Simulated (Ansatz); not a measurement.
**CHGeO⁺, singlet in cc-pVDZ: errors against RCCSDT(Q)**

Geometry: that of the CHGeO, doublet, kept fixed.

```xyz
4

C     0.0000   -0.0124    2.9133
O     0.0000    0.0347    1.7883
Ge    0.0000   -0.0272   -0.8669
H     0.0000    1.5543   -0.6238
```

Basis cc-pVDZ; Ansatz 0.2.0. Only valence electrons are correlated (noble-gas cores and the filled d shells of p-block atoms frozen), which leaves 14 electrons in 44 orbitals. Prefix R: restricted or restricted open-shell reference. Active spaces: frontier = (8e, 8o) about the gap. No spin–orbit coupling is included, and no scalar relativity.

Full CI isn't at hand for all of this; RCCSDT(Q) serves as the reference, and is uncertain by about the last step of the cluster series.

- UHF ⟨S²⟩: 0.000
- T1 diagnostic (RCCSD): 0.0181
- largest doubles amplitude (RCCSD): 0.081

Problem. From what is known of these methods and the diagnostics, rank them by the size of their error in total energy against RCCSDT(Q) in cc-pVDZ, smallest first (an estimate: the text doesn't fix the numbers).
A. CISD
B. RMP2
C. MRCISD (frontier space)
D. BCCD(T)
E. RHF

Solution. D (1.05 kcal/mol), C (14.54 kcal/mol), B (27.52 kcal/mol), A (32.51 kcal/mol), E (239.49 kcal/mol).

All errors are against RCCSDT(Q) in cc-pVDZ. Within each family the higher level lies nearer, as is usual though not guaranteed.
